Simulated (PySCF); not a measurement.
Constitutional and geometric isomers with formula C2H2O. All species are isolated molecules in the gas phase. Strings in code marks are SMILES.

The vertical ionisation energy (Delta-SCF) from two functionals at the same geometries (r2SCAN-D4/def2-TZVP), both in PySCF: PBE-D3(BJ)/def2-TZVP and r2SCAN-D4/def2-TZVP. Delta-SCF ions had no search for a lower state. 

```
species   r2SCAN-D4/def2-TZVP (eV)
--------  ------------------------
`C1=CO1`                      8.51
`C#CO`                        9.84
`C=C=O`                       9.63
```

Q: What does PBE-D3(BJ)/def2-TZVP give for each?

A: 
- `C1=CO1`: 8.58
- `C#CO`: 9.89
- `C=C=O`: 9.72
Over these rows, drawn at random from the members with no instability flagged (it was tested for open shells, ions and some series alone), PBE minus r2SCAN-D4: mean +0.07 eV, from +0.05 eV to +0.09 eV.
